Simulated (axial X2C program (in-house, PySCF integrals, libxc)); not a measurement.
LiB⁻: from the spin-free to the two-component result

All values were computed with an in-house all-electron X2C program for linear molecules (integrals from PySCF). Spin-free means the one-electron spin-free X2C Hamiltonian; two-component (2c) means X2C with spin–orbit coupling and atomic mean-field two-electron Coulomb and Gaunt terms, so the difference of the two also holds small scalar two-electron terms. Basis: B dyall-av3z [8s7p3d2f], Li dyall-av3z [9s9p3d] (cores contracted in-house); Gaussian nuclei, density fitting, unrestricted open shells. Masses: B 11.009 u, Li 7.016 u.

Spin-free state: M_S = 3/2, Λ = 1 (beyond evenly filled blocks: 2 × σα, π+α); fragments B + Li- for HF, MP2, CCSD, CCSD(T); B- + Li for BP86.

| level | Re (Å) | ωe (cm⁻¹) | μ (D) |
| --- | --- | --- | --- |
| HF | 2.244 | 456.4 | -7.47 |
| MP2 | 2.251 | 443.7 | n/a |
| CCSD | 2.250 | 440.4 | n/a |
| CCSD(T) | 2.254 | 436.9 | n/a |
| BP86 | 2.251 | 424.8 | -8.13 |

Correlated methods: 5 electrons correlated (number of frozen shells: B 1 s; Li 1 s), 199 virtual spin orbitals or spinors in MP2, 72 natural virtuals in coupled cluster.

Dipoles are positive if Li is the positive end and refer to the centre of mass.

Two-component determinant lowest at the distance of the search:

Ω = 1/2 (⟨Sz⟩ = 1.50, ⟨Lz⟩ = -1.00 at HF); fragments B + Li- for HF, MP2, CCSD, CCSD(T); B- + Li for BP86.

```csv
level,Re (Å),ωe (cm⁻¹),μ (D)
HF,2.244,456.4,-7.47
MP2,2.251,443.7,n/a
CCSD,2.250,440.4,n/a
CCSD(T),2.254,436.9,n/a
BP86,2.251,424.8,-8.13
```

From the two tables, how do the constants change at the CCSD(T) level (2c against spin-free)?

At the CCSD(T) level Re is unchanged within 0.001 Å and ωe stays the same within 0.2 cm⁻¹.

Occupations by symmetry block were frozen at the best pattern of an incomplete PBE0 search. De is not given where an atomic determinant may have missed its ground term or J level, or where the truncated virtual space spoils (T). Density functionals use the spin component along the axis (collinear). Coupled cluster ran in a truncated set of natural virtual spinors; the MP2 energy of the rest was added. (T) has no such correction and the atoms are truncated less, which lowers De at CCSD(T) by a hundredth of an eV or more. PBE0 can misorder states that lie within some tenths of an eV, so this need not be the ground state of the molecule. The nearest other spin-free determinant of the search, M_S = 3/2, Λ = 0, lies 0.06 eV up at the distance of the search. Without a current term, density functionals place determinants with orbital angular momentum somewhat too high. The spin of this state cannot come from the lowest atoms; the curve heads to a higher limit, and no De is given. With several unpaired electrons one determinant need not be a pure state. At some level and bond length an empty orbital lies below a filled one. The highest occupied level of some functionals is positive through self-interaction error; at Hartree–Fock it is bound.
